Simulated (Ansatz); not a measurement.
A nudged elastic band was laid between two geometries of BH3O + H2S (8 atoms, charge 0, multiplicity 1).

Computed with RKS r2SCAN-D4/6-31G* in Ansatz 0.2.0.

```
movable images  : 7
climbing image  : yes
spring          : 5.0 eV/Å²
optimiser       : quadratic models (default)
start path      : through a guess of the saddle point
force threshold : 0.05 eV/Å
iteration limit : 60
end points      : relaxed
```

First end point:

```xyz
8
Properties=species:S:1:pos:R:3
B 0.049 -0.372 -0.190
H 0.424 -0.990 0.773
H 0.801 0.233 -0.901
O -1.251 -0.418 -0.594
H -1.788 -0.953 0.008
S -0.120 2.288 1.324
H -0.684 2.582 0.136
H -1.317 2.195 1.938
```

Last end point:

```xyz
8
Properties=species:S:1:pos:R:3
B -0.185 0.632 -0.564
H -0.235 -0.507 2.934
H 0.801 -0.021 -0.765
O -1.442 0.112 -0.607
H -1.422 -0.834 -0.811
S 0.040 2.388 -0.184
H -1.272 2.679 -0.047
H -0.170 0.117 2.538
```

Task: What changes between the two ends?

Result: Bonds broken: B1–H2, S6–H8. Bonds formed: B1–S6, H2–H8. BH3O + H2S becomes BH3OS + H2.

Task: What energy profile does the band end with?

Result: The run converged. The highest image is number 5 of 0 to 8, 0.97 eV above the first end and 1.66 eV above the last; the last end lies 0.69 eV below the first. The profile has 3 maxima (images 1, 3, 5) with wells between them (images 2, 4): this band takes more than one step, which may be the mechanism or a detour left from its start path. A structure lower than the first end lies on the path between it and the top, so the climb from that side starts below the end, which may itself be a saddle point or a shallow side well. A vibrational analysis at the climbing image gives one clearly imaginary mode, 840i cm⁻¹: a first-order saddle point. The orbitals stay closed-shell, which can raise the energy where a bond breaks towards radicals; this wasn't checked here.

```csv
image,path coordinate (Å),energy (eV),B1–H2 (Å),S6–H8 (Å),B1–S6 (Å)
0,0.00,0.00,1.20,1.35,3.07
1,1.70,0.03,1.21,1.35,3.11
2,3.40,0.02,1.21,1.35,3.14
3,5.09,0.06,1.21,1.35,3.60
4,6.79,-0.01,1.20,1.35,3.14
5,8.48,0.97,1.32,1.70,2.11
6,9.40,0.02,2.06,2.32,1.85
7,10.32,-0.63,2.84,2.89,1.81
8,11.24,-0.69,3.68,3.55,1.81
```

Task: What is the geometry of the highest image?

Result: 
```xyz
8
Properties=species:S:1:pos:R:3:forces:R:3
B -0.203 0.104 0.251 0.00 0.00 0.00
H -0.106 -0.048 1.556 0.00 0.00 0.00
H 0.856 -0.265 -0.173 0.00 0.00 0.00
O -1.464 -0.353 -0.102 0.00 0.00 0.00
H -1.523 -0.470 -1.060 0.00 0.00 0.00
S -0.021 2.208 0.201 0.00 0.00 0.00
H -1.325 2.433 0.473 0.00 0.00 0.00
H -0.101 0.955 1.348 0.00 0.00 0.00
```

The run took 17 min on 1 thread of Arm Neoverse V1, on a shared host, peak memory 0.11 GiB.
